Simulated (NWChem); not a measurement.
S cation, quartet

Results from NWChem. Spin-unrestricted. Medium grid unless said otherwise, to which SCAN and Minnesota functionals are sensitive. No stability test was run on the SCF state. B3LYP is NWChem's, with the RPA form of VWN correlation. Total energies of different functionals are on different scales.

| level | energy (Ha) | highest occupied level (eV) | lowest empty minus highest occupied level, either spin (eV) | <S²> |
|---|---|---|---|---|
| B3LYP/def2-TZVP | -397.7448 | -19.02 | 5.04 | 3.75 |
| PBE/def2-TZVP | -397.5554 | -17.93 | 3.25 | 3.75 |
| r2SCAN0/def2-TZVP | -397.7029 | -19.87 | 6.90 | 3.75 |
| B97-D/def2-TZVP | -397.7519 | -18.01 | 3.27 | 3.75 |
| LC-BLYP (range parameter 0.33 per bohr)/def2-TZVP | -397.5052 | -21.67 | 10.27 | 3.75 |
| MN15/def2-TZVP | -397.6191 | -20.05 | 7.58 | 3.75 |
| TPSSh/def2-TZVP | -397.7468 | -18.74 | 4.71 | 3.75 |
